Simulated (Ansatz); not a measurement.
A nudged elastic band was laid between two geometries of CH8BN (11 atoms, charge 0, multiplicity 1).

The calculation used RKS PBE0/6-31G* in Ansatz.

```yaml
movable_images: 5
climbing_image: yes
spring: 5.0 eV/Å²
optimiser: quadratic models (default)
start_path: through a guess of the saddle point
force_threshold: 0.05 eV/Å
iteration_limit: 60
end_points: relaxed
```

Image 0:

```xyz
11
Properties=species:S:1:pos:R:3
B 0.115 -0.262 0.067
H 0.480 0.618 0.822
H 0.985 -0.639 -0.694
H -0.939 -0.018 -0.486
N -0.198 -1.548 1.028
H -0.555 -2.304 0.446
C 0.966 -2.017 1.799
H 1.756 -2.277 1.092
H 1.317 -1.187 2.415
H 0.722 -2.878 2.428
H -0.954 -1.295 1.663
```

Image 6:

```xyz
11
Properties=species:S:1:pos:R:3
B 0.372 -0.777 -0.541
H -1.349 0.282 2.982
H 1.440 -0.237 -0.645
H -0.537 -0.554 -1.291
N 0.181 -1.695 0.484
H -0.715 -2.155 0.571
C 1.147 -2.106 1.479
H 1.352 -3.183 1.421
H 2.083 -1.569 1.306
H 0.801 -1.879 2.495
H -1.080 0.066 2.321
```

**Question.** What changes between the two ends?

**Answer.** Bonds broken: B1–H2, N5–H11. Bonds formed: H2–H11. CH8BN becomes CH6BN + H2.

**Question.** Give the energies along the band, and the barrier.

**Answer.** The forces met the threshold. The highest image is number 3 of 0 to 6, 42.8 kcal/mol above the first end and 38.3 kcal/mol above the last; the last end lies 4.5 kcal/mol above the first. The profile has 2 maxima (images 1, 3) with wells between them (image 2): this band takes more than one step, which may be the mechanism or a detour left from its start path. Neighbouring images differ by up to 1.8 eV, so the band resolves the path poorly. A vibrational analysis at the climbing image gives one clearly imaginary mode, 1365i cm⁻¹: a first-order saddle point. The orbitals stay closed-shell, which can raise the energy where a bond breaks towards radicals; this wasn't checked here.

```json
{"image": "0", "path coordinate (Å)": "0.00", "energy (kcal/mol)": "0.0", "B1–H2 (Å)": "1.22", "N5–H11 (Å)": "1.02", "H2–H11 (Å)": "2.53"}
{"image": "1", "path coordinate (Å)": "1.72", "energy (kcal/mol)": "2.8", "B1–H2 (Å)": "1.22", "N5–H11 (Å)": "1.02", "H2–H11 (Å)": "2.55"}
{"image": "2", "path coordinate (Å)": "3.44", "energy (kcal/mol)": "0.2", "B1–H2 (Å)": "1.22", "N5–H11 (Å)": "1.02", "H2–H11 (Å)": "2.44"}
{"image": "3", "path coordinate (Å)": "5.17", "energy (kcal/mol)": "42.8", "B1–H2 (Å)": "1.38", "N5–H11 (Å)": "1.42", "H2–H11 (Å)": "0.97"}
{"image": "4", "path coordinate (Å)": "6.55", "energy (kcal/mol)": "8.1", "B1–H2 (Å)": "2.68", "N5–H11 (Å)": "2.54", "H2–H11 (Å)": "0.74"}
{"image": "5", "path coordinate (Å)": "7.94", "energy (kcal/mol)": "5.9", "B1–H2 (Å)": "3.44", "N5–H11 (Å)": "2.80", "H2–H11 (Å)": "0.74"}
{"image": "6", "path coordinate (Å)": "9.33", "energy (kcal/mol)": "4.5", "B1–H2 (Å)": "4.06", "N5–H11 (Å)": "2.84", "H2–H11 (Å)": "0.75"}
```

**Question.** What is the geometry of the highest image?

**Answer.** 
```xyz
11
Properties=species:S:1:pos:R:3:forces:R:3
B -0.002 -0.322 0.218 0.00 0.00 0.00
H -0.939 0.274 1.040 0.00 0.00 0.00
H 0.974 0.341 0.443 0.00 0.00 0.00
H -0.535 -0.258 -0.855 0.00 0.00 0.00
N -0.002 -1.745 0.860 0.00 0.00 0.00
H -0.386 -2.471 0.271 0.00 0.00 0.00
C 1.126 -2.163 1.663 0.00 0.00 0.00
H 0.914 -3.109 2.174 0.00 0.00 0.00
H 2.048 -2.282 1.073 0.00 0.00 0.00
H 1.326 -1.408 2.430 0.00 0.00 0.00
H -0.828 -0.663 1.264 0.00 0.00 0.00
```

The run took 3.7 min on 1 thread of Arm Neoverse V2, with other jobs on the host, peak memory 0.12 GiB.
